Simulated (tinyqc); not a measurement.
UHF in the sto-6g basis, for H2O+, spin multiplicity 2, step by step. Computed by tinyqc, a small Python program that keeps every step (integrals from PySCF). Settings: charge = 1, multiplicity = 2, basis = sto-6g, energy threshold = 1e-10, iteration cap = 56, orthogonalisation = symmetric, start = core, DIIS depth = 6, damping = 0.7, method = UHF. Command: `OMP_NUM_THREADS=1 python tinyqc.py 31903 31904 out.jsonl` (the two numbers bound the seeds that draw the settings). One thread of a shared host (Intel(R) Xeon(R) Processor @ 2.60GHz), about 0.2 s of CPU time with the checks.

Geometry (angstrom):
```
atom         x          y         z
O     0.000000   0.000000  0.000000
H     0.000000   0.934000  0.587000
H     0.000000  -0.934000  0.587000
```

Stop when the energy changes by less than 1e-10 hartree and every element of the error matrix X^T (F D S - S D F) X (for each spin) is below 3e-06.

Course of the cycle:
```
iteration   E (hartree)     change  largest element of the error matrix
1          -74.33169442          -                             2.66e-01
2          -74.60058870  -2.69e-01                             2.13e-01
3          -74.81014361  -2.10e-01                             1.62e-01
4          -74.96747979  -1.57e-01                             1.20e-01
5          -75.08282648  -1.15e-01                             8.66e-02
6          -75.16628100  -8.35e-02                             6.17e-02
7          -75.22609030  -5.98e-02                             4.37e-02
8          -75.26860783  -4.25e-02                             3.09e-02
9          -75.29868479  -3.01e-02                             2.18e-02
10         -75.31989328  -2.12e-02                             1.53e-02
11         -75.33481531  -1.49e-02                             1.08e-02
12         -75.34529783  -1.05e-02                             7.57e-03
13         -75.35265375  -7.36e-03                             5.31e-03
14         -75.35781178  -5.16e-03                             3.72e-03
...                 ...        ...                                  ...
43         -75.36987528  -1.67e-07                             1.20e-07
44         -75.36987540  -1.17e-07                             8.42e-08
45         -75.36987548  -8.17e-08                             5.89e-08
46         -75.36987554  -5.72e-08                             4.12e-08
47         -75.36987558  -4.00e-08                             2.89e-08
48         -75.36987561  -2.80e-08                             2.02e-08
49         -75.36987563  -1.96e-08                             1.41e-08
50         -75.36987564  -1.37e-08                             9.90e-09
51         -75.36987565  -9.61e-09                             6.93e-09
52         -75.36987566  -6.73e-09                             4.85e-09
53         -75.36987566  -4.71e-09                             3.40e-09
54         -75.36987566  -3.30e-09                             2.38e-09
55         -75.36987567  -2.31e-09                             1.66e-09
56         -75.36987567  -1.62e-09                             1.17e-09
```

Can the last value be used, and what does the course show?

Not by the stop rule, although the second column moves by less than 1e-07 over the last three steps. Not converged within the cap of 56 iterations: the residual falls steadily but slowly, by a factor of about 0.70 a step. Reruns (cap 100 unless said): DIIS 8: converged in 10; damping 0.5: converged in 55; level shift 0.5: converged in 41; atomic densities as start, DIIS 8: converged in 10; the original settings with a cap of 400: converged in 64. PySCF UHF in the same basis, after a stability check = -75.36987567 hartree.
